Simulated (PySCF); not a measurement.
**Ionisation energy of N by level of theory**

N [He] 2s2 2p3 (4S) → N⁺ [He] 2s2 2p2 (3P), as a difference of total energies. All numbers are calculated (PySCF 2.14, the spin-free X2C one-electron Hamiltonian (Gaussian nucleus), in dyall-acv3z (15s9p4d2f, 76 functions)). Correlated levels: valence and next inner shell: nothing frozen; virtual orbitals above 40 to 60 times the deepest correlated orbital energy dropped. The calculations carry no spin-orbit coupling.

Task: Order these methods by the ionisation energy they give, lowest first.
A. MP2 (valence and next inner shell)
B. CCSD (valence and next inner shell)
C. UHF
D. SCS-MP2 (valence and next inner shell)

Result: C (13.889 eV), D (14.328 eV), B (14.458 eV), A (14.595 eV).

Errors of the correlated levels include the incompleteness of this basis.

For comparison: 14.545 eV (measured; NIST levels, between the centres of gravity of the two terms).
